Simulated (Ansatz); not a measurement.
Fluorite CdF2, treated with revPBE (PAW; Ansatz, a program for electronic structure).

Run with plane-wave cutoff 520 eV, 12×12×12 k mesh, Fermi–Dirac smearing 0.01 eV, scalar-relativistic PAW data made under PBE.

Computed at the level's own relaxed cell.

Q: Estimate the pressure derivative B′ of the bulk modulus, lattice parameter a and smallest direct gap on the k points sampled that the calculation returns.

A: 
- pressure derivative B′ of the bulk modulus: 4.8
- lattice parameter a: 5.549 Å
- smallest direct gap on the k points sampled: 3.54 eV

Measured, for comparison: lattice constant a 5.388 Å (temperature not stated, copied from a table, unchecked, no zero-point or thermal correction; as tabulated in Crystal Structures 1, 239 (1963)). Computed (rounded) less measured: lattice constant a not scored (unchecked).

Spin–orbit coupling is not included.

The computed numbers hold no vibrational or temperature effects.

It cost roughly 50 core-seconds of CPU time.
